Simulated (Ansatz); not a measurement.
Input (CCSDT(Q)/cc-pVDZ; Ansatz, a quantum-chemistry and plane-wave program):

Ansatz 0.2 input:
```yaml
crystal:
  periodic: [false, false, false]
  atoms:
    - {symbol: C, position_ang: [0.00109578, 0.88292603, -0.03266359]}
    - {symbol: C, position_ang: [0.76578700, -0.36066336, 0.05127381]}
    - {symbol: C, position_ang: [-0.76663254, -0.35872664, 0.05221618]}
    - {symbol: H, position_ang: [0.00167460, 1.68930054, -0.74864080]}
    - {symbol: H, position_ang: [1.29435638, -0.71852673, -0.82707130]}
    - {symbol: H, position_ang: [1.25040396, -0.61994977, 0.98734662]}
    - {symbol: H, position_ang: [-1.25075168, -0.61678875, 0.98888473]}
    - {symbol: H, position_ang: [-1.29718467, -0.71525147, -0.82547762]}
basis:
  gaussian:
    orbitals: cc-pVDZ
magnetization: {spin_polarized: true, initial_magnetization: 1}
correlation: {method: ccsdt_q, electrons: outside_noble_gas}
```

Output:

```
Functional definition: HF
integrals: 0.09 GiB planned
1283 factors; integrals over basis functions are off by at most 1.7e-7 eV
mean field: 0.23 GiB planned
mean field evaluation 1: about -3165.8873 eV, gradient 1.7e1 eV
mean field evaluation 2: about -3166.0367 eV, gradient 1.7e1 eV
mean field evaluation 4: about -3168.0063 eV, gradient 2.4e0 eV
mean field evaluation 8: about -3168.0681 eV, gradient 2.9e-1 eV
mean field evaluation 16: about -3168.0701 eV, gradient 2.0e-6 eV
mean field -3168.07014971 eV, -116.4244306066 hartree, gradient 2.0e-6 eV, S^2 0.760702; 0 other end points of the search recorded, 0 dependent functions left out
3 core orbitals not correlated
reference -3168.07014971 eV, -116.4244306066 hartree; 9, 8 occupied and 55, 56 virtual orbitals, 1283 factors
second order -10.58803391 eV of doubles, -0.00000000 eV of singles
coupled cluster: 3.62 GiB planned
cycle   1  -11.28408436 eV  change   -7.0e-1 eV  update   8.1e-2
cycle   2  -11.86017848 eV  change   -5.8e-1 eV  update   3.2e-2
cycle   3  -12.04511776 eV  change   -1.8e-1 eV  update   1.5e-2
cycle   4  -12.02079138 eV  change    2.4e-2 eV  update   5.5e-3
cycle   5  -12.02238874 eV  change   -1.6e-3 eV  update   3.3e-3
cycle   6  -12.02573447 eV  change   -3.3e-3 eV  update   1.3e-3
cycle   7  -12.02571039 eV  change    2.4e-5 eV  update   5.5e-4
cycle   8  -12.02579511 eV  change   -8.5e-5 eV  update   2.6e-4
cycle   9  -12.02577558 eV  change    2.0e-5 eV  update   1.1e-4
cycle  10  -12.02563779 eV  change    1.4e-4 eV  update   5.5e-5
cycle  11  -12.02574573 eV  change   -1.1e-4 eV  update   2.7e-5
cycle  12  -12.02574569 eV  change    3.6e-8 eV  update   1.1e-5
cycle  13  -12.02575826 eV  change   -1.3e-5 eV  update   5.3e-6
cycle  14  -12.02575423 eV  change    4.0e-6 eV  update   2.6e-6
cycle  15  -12.02575088 eV  change    3.4e-6 eV  update   1.1e-6
cycle  16  -12.02575104 eV  change   -1.6e-7 eV  update   5.1e-7
perturbative correction -0.02197842 eV, -0.0008076921 hartree
Total energy: -3180.11787916 eV, -116.8671764980 hartree
```
